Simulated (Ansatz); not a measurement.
Geometry optimisation, RKS PBE0/def2-SVP (Ansatz 0.2.0).

Input file:

```yaml
crystal:
  periodic: [false, false, false]
  atoms:
    - { symbol: Si, position_ang: [-0.045193, -0.191221, -0.044109] }
    - { symbol: H, position_ang: [-0.039599, -0.232664, 1.425303] }
    - { symbol: Cl, position_ang: [1.881368, -0.389838, -0.791432] }
    - { symbol: H, position_ang: [-0.681396, 1.049478, -0.556838] }
    - { symbol: H, position_ang: [-0.792885, -1.372573, -0.561944] }
    - { symbol: "N", position_ang: [1.275655, 2.144926, 1.370496] }
    - { symbol: H, position_ang: [2.055431, 1.621022, 0.982851] }
    - { symbol: H, position_ang: [0.792136, 2.59815, 0.600615] }
    - { symbol: H, position_ang: [0.627681, 1.468521, 1.807257] }
basis:
  gaussian: { orbitals: def2-SVP }
hamiltonian:
  xc: pbe0
relax:
  f_tol: 0.03
  max_steps: 50
output:
  orbitals: {}
```

Run as:

```bash
$ ansatz run input.yaml --threads 1 --pin off --max-ram 2048MiB --backend cpu --events-out ev --progress --plain --runs-dir out
```

Where does it end, and by what steps?

It converged. After 7 steps the energy has fallen by 0.153 eV; H9 moved furthest, 0.56 Å.

```json
{"step": "0", "energy less start (eV)": "0.0000", "largest force component (eV/Å)": "0.715", "accepted": "yes"}
{"step": "1", "energy less start (eV)": "-0.1105", "largest force component (eV/Å)": "0.232", "accepted": "yes"}
{"step": "2", "energy less start (eV)": "-0.1390", "largest force component (eV/Å)": "0.253", "accepted": "yes"}
{"step": "3", "energy less start (eV)": "-0.1460", "largest force component (eV/Å)": "0.156", "accepted": "yes"}
{"step": "4", "energy less start (eV)": "-0.1484", "largest force component (eV/Å)": "0.193", "accepted": "yes"}
{"step": "5", "energy less start (eV)": "-0.1527", "largest force component (eV/Å)": "0.030", "accepted": "yes"}
{"step": "6", "energy less start (eV)": "-0.1531", "largest force component (eV/Å)": "0.034", "accepted": "yes"}
{"step": "7", "energy less start (eV)": "-0.1532", "largest force component (eV/Å)": "0.023", "accepted": "yes"}
```

```xyz
9
Properties=species:S:1:pos:R:3
Si -0.141 -0.389 -0.152
H -0.207 -0.508 1.330
Cl 1.838 -0.482 -0.756
H -0.735 0.896 -0.609
H -0.862 -1.529 -0.782
N 1.450 2.386 1.426
H 2.039 1.700 0.956
H 0.809 2.747 0.721
H 0.883 1.873 2.099
```

Whether the end is a true minimum wasn't checked by a vibrational analysis.

Time of the run: 27 s on 1 thread of Arm Neoverse V1, on a shared host, peak memory 0.15 GiB.
